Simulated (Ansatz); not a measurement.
Reading a saddle point

A first-order saddle point of CH$_{6}$FSi, doublet, PBE0-D4/def2-TZVP, with one imaginary mode of 850i cm⁻¹:

```
9
angstrom
F -0.5068 0.0075 0.0055
Si 0.6896 -0.5093 1.5089
C -0.8420 0.5173 -1.5301
H 0.4015 -0.9808 2.8980
H 1.4728 0.7488 1.5783
H 1.4598 -1.5560 0.7933
H -0.1631 1.3498 -1.6633
H -0.6226 -0.3585 -2.1267
H -1.8891 0.7813 -1.4637
```

Computed with Ansatz 0.2.0 (basis: def2-TZVPP and def2-QZVPP); correlated methods freeze the cores; orbitals are unrestricted. Extrapolation: Hartree–Fock as exp(−7.88 √X), correlation as X^−2.97.

Q: Which contacts change along the imaginary mode, and what lies on either side? (Judge from chemistry; the calculation decides.)

A: By the calculation: The step is SiH₃F ([F][SiH3]) + CH₃ → CH₃F ([CH3][F]) + SiH₃, with the molecules in contact on both sides. Shortening one way: F1–C3; lengthening the same way: F1–Si2.
| pair | one side (Å) | saddle (Å) | other side (Å) |
| --- | --- | --- | --- |
| F1–C3 | 3.38 | 1.65 | 1.38 |
| F1–Si2 | 1.60 | 1.99 | 3.21 |

Q: Which side is lower, and how far does the saddle lie above each? (An estimate is asked for; the value comes from the calculation.)

A: The calculation gives: The side with F1–Si2 short is lower by 164.7 kJ/mol; the saddle lies 270.2 kJ/mol above it and 105.4 kJ/mol above the other (CCSD(T) at an estimated basis limit (MP2 extrapolated from triple and quadruple zeta, plus CCSD(T) − MP2 in triple zeta); electronic energies).

T1 diagnostic: at most 0.025. ⟨S²⟩ of the unrestricted Hartree–Fock references: 0.75 to 0.78 (a pure state has 0.75).

Radical steps of this kind take place in plasma deposition and etching.

Labels in which every atom is bracketed show which atoms are joined, not bond orders.

For scale, one of the runs: CCSD(T)/def2-TZVPP, 188 basis functions, launched by `ansatz run in.yaml --threads 4 --pin off --events-out ev --progress --plain --max-ram 9574MiB`. The run took 120 s on 4 CPU threads of an Intel Xeon (shared host), with 5 GiB of host memory at its peak.
